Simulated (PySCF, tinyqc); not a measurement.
Worked calculation: CISD on RHF in the sto-3g basis, frozen core, for HF, spin multiplicity 1. The lowest restricted solution is unstable here: a spin-polarised one lies 0.0176 hartree lower (PySCF). One step of it, computed by the program tinyqc.

Question. CISD: determinants and Hamiltonian. Slater-Condon rules over spin orbitals, with the nuclear repulsion and the energy of the frozen orbital added and E(HF) subtracted on the diagonal. Only determinants linked to the reference directly or through others are kept (one block of an abelian symmetry group), so some states are absent.

one-electron integrals dressed by the frozen orbital, h + 2 (pq|11) - (p1|1q) (hartree), lower triangle:
```
,2,3,4,5,6
2,-6.718690
3,0.000000,-6.081353
4,0.000000,0.000000,-6.081353
5,0.245248,0.000000,0.000000,-4.902208
6,0.428741,0.000000,0.000000,1.499492,-4.293291
```

energy of the frozen orbital, 2 h_11 + (11|11) = -75.43724107 hartree

Two-electron integrals over orbitals (pq|rs), unique and non-zero (hartree); the lowest 1 orbital is frozen and left out:
```
p,q,r,s,(pq|rs)
2,2,2,2,0.878323
3,2,3,2,0.190916
3,3,2,2,0.898714
3,3,3,3,0.997514
4,2,4,2,0.190916
4,3,4,3,0.053770
4,4,2,2,0.898714
4,4,3,3,0.889973
4,4,4,4,0.997514
5,2,2,2,-0.045449
5,2,3,3,-0.059584
5,2,4,4,-0.059584
5,2,5,2,0.127692
5,3,3,2,-0.023852
5,3,5,3,0.033113
5,4,4,2,-0.023852
5,4,5,4,0.033113
5,5,2,2,0.673882
5,5,3,3,0.659818
5,5,4,4,0.659818
5,5,5,2,-0.009168
5,5,5,5,0.656231
6,2,2,2,-0.073057
6,2,3,3,-0.072935
6,2,4,4,-0.072935
6,2,5,2,-0.082332
6,2,5,5,-0.020168
6,2,6,2,0.091276
6,3,3,2,-0.024470
6,3,5,3,-0.023550
6,3,6,3,0.028462
6,4,4,2,-0.024470
6,4,5,4,-0.023550
6,4,6,4,0.028462
6,5,2,2,-0.253767
6,5,3,3,-0.258503
6,5,4,4,-0.258503
6,5,5,2,0.072547
6,5,5,5,-0.087376
6,5,6,2,0.030681
6,5,6,5,0.245243
6,6,2,2,0.628014
6,6,3,3,0.614159
6,6,4,4,0.614159
6,6,5,2,0.039580
6,6,5,5,0.637621
6,6,6,2,-0.048828
6,6,6,5,-0.028846
6,6,6,6,0.660641
```

nuclear repulsion = 3.53833202 hartree

Hartree-Fock energy = -98.47190077 hartree

Give: determinants; H - E(HF) between determinants.

Answer.

Occupation strings over the orbitals (2 doubly, a alpha, b beta, 0 empty; spin orbitals ordered 1a 1b 2a 2b ...): 222220 2222ab 2a222b 2222ba 2b222a 222202 2a22b2 222022 220222 2b22a2 202222

H - E(HF) between determinants (hartree), lower triangle:
```
,222220,2222ab,2a222b,2222ba,2b222a,222202,2a22b2,222022,220222,2b22a2,202222
222220,0.0000
2222ab,0.0000,0.3617
2a222b,0.0000,-0.0089,1.1717
2222ba,0.0000,-0.2452,-0.0307,0.3617
2b222a,0.0000,-0.0307,-0.0913,-0.0089,1.1717
222202,0.2452,0.0585,-0.0725,-0.0585,0.0725,0.7649
2a22b2,-0.0307,0.0725,-0.2249,-0.0287,0.0823,0.0576,1.6023
222022,0.0285,0.0235,0.0245,-0.0235,-0.0245,0.0331,0.0239,0.7901
220222,0.0285,0.0235,0.0245,-0.0235,-0.0245,0.0331,0.0239,0.0538,0.7901
2b22a2,0.0307,-0.0287,0.0823,0.0725,-0.2249,-0.0576,-0.1277,-0.0239,-0.0239,1.6023
202222,0.0913,0.0823,0.0242,-0.0823,-0.0242,0.1277,0.0939,0.1909,0.1909,-0.0939,2.6264
```
